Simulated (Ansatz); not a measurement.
Process, species as SMILES: [C]#C (C-CH) → [C-]#C (an electron is taken up)
B3LYP-D3(BJ)/def2-TZVP geometries, fixed; electronic energies without zero-point terms; positive where energy is released.

Basis-set convergence of the adiabatic electron affinity at B2PLYP with Ansatz (an electronic-structure program). Cartesian d functions, on some or all atoms, in 6-31G**, 6-31+G*; all else is spherical. Cores are frozen. Open shells are unrestricted. No added dispersion term, no relativity. Functions are those of the species that has most. Reference: the value in aug-pcseg-3, 3.034 eV, itself unsure by roughly 0.016 eV (its mean distance from aug-cc-pVQZ, def2-QZVPPD). Deviations are taken from unrounded values.

```
basis              functions  adiabatic electron affinity (eV)  minus reference (eV)
-----------------  ---------  --------------------------------  --------------------
3-21G                     20                             1.647                -1.387
6-31G                     20                             1.817                -1.217
cc-pVDZ                   33                             2.353                -0.680
pcseg-1                   33                             2.586                -0.448
6-31G**                   35                             1.960                -1.074
6-31+G*                   40                             2.941                -0.092
6-311G**                  42                             2.469                -0.564
aug-cc-pVDZ               55                             3.049                 0.015
def2-TZVP                 68                             2.865                -0.169
def2-TZVPD                83                             2.958                -0.076
def2-TZVPPD               91                             2.959                -0.075
6-311++G(3df,3pd)         96                             3.028                -0.005
aug-cc-pVTZ              115                             3.040                 0.006
cc-pVQZ                  140                             2.896                -0.137
pcseg-3                  153                             3.019                -0.014
def2-QZVPPD              159                             3.013                -0.020
aug-cc-pVQZ              206                             3.046                 0.012
cc-pV5Z                  237                             3.004                -0.029
```
